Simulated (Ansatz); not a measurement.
One elementary step

Start structure (Si2H7F, singlet), relaxed at PBE0-D4/def2-TZVP:

```
atom    x (Å)    y (Å)    z (Å)
 Si1  -1.1609   0.2417  -0.6852
 Si2   0.6823  -1.0608  -0.0615
  H3  -1.9698  -0.5487  -1.6519
  H4  -1.9911   0.5563   0.5042
  H5  -0.7050   1.4939  -1.3386
  H6   1.0959   1.2702   1.4014
  F7   0.6916   2.0923   1.5417
  H8   1.5647  -0.3360   0.9101
  H9   0.2585  -2.3153   0.6125
 H10   1.5339  -1.3936  -1.2328
```

The step: Si₂H₆ ([SiH3][SiH3]) + HF → SiH₃F ([F][SiH3]) + SiH₄; bonds formed: Si1–F7, Si2–H6; bonds broken: Si1–Si2, H6–F7. Ansatz 0.2.0; basis: def2-TZVPP and def2-QZVPP; cores frozen in the correlated methods. Extrapolation: Hartree–Fock as exp(−7.88 √X), correlation as X^−2.97. Energies below are by CCSD(T) at an estimated basis limit (MP2 extrapolated from triple and quadruple zeta, plus CCSD(T) − MP2 in triple zeta).

**Question.** What are the electronic barrier and the energy of the step, from the start structure to the end structure? (Judge from chemistry; the value comes from the calculation.)

**Answer.** Computed: Barrier 40.28 kcal/mol; step energy -28.69 kcal/mol (downhill); reverse barrier, their difference, 68.97 kcal/mol. Barrier and step energy count from the start structure, the reverse barrier from the end structure.

The saddle point: One imaginary mode of 1140i cm⁻¹.
```json
{"pair": "Si1–F7", "start (Å)": "3.44", "saddle (Å)": "1.96", "end (Å)": "1.60"}
{"pair": "Si2–H6", "start (Å)": "2.78", "saddle (Å)": "1.82", "end (Å)": "1.48"}
{"pair": "Si1–Si2", "start (Å)": "2.34", "saddle (Å)": "2.57", "end (Å)": "4.30"}
{"pair": "H6–F7", "start (Å)": "0.93", "saddle (Å)": "1.19", "end (Å)": "3.03"}
```

Zero-point energy (harmonic, PBE0-D4): ZPE is 37.67 kcal/mol at the start and 36.14 kcal/mol at the saddle, so the barrier goes from 40.28 to 38.74 kcal/mol.

No T1 diagnostic of these runs exceeds 0.015. The end structure is not quite a true minimum (one mode of 35i cm⁻¹).

Labels in which every atom is bracketed show which atoms are joined, not bond orders.

For scale, one of the runs: CCSD(T)/def2-TZVPP, 213 basis functions, launched by `ansatz run in.yaml --threads 4 --pin off --events-out ev --progress --plain --max-ram 9574MiB`. The run took 35 s on 4 CPU threads of an Arm Neoverse V1 (shared host), with 2.9 GiB of host memory at its peak.
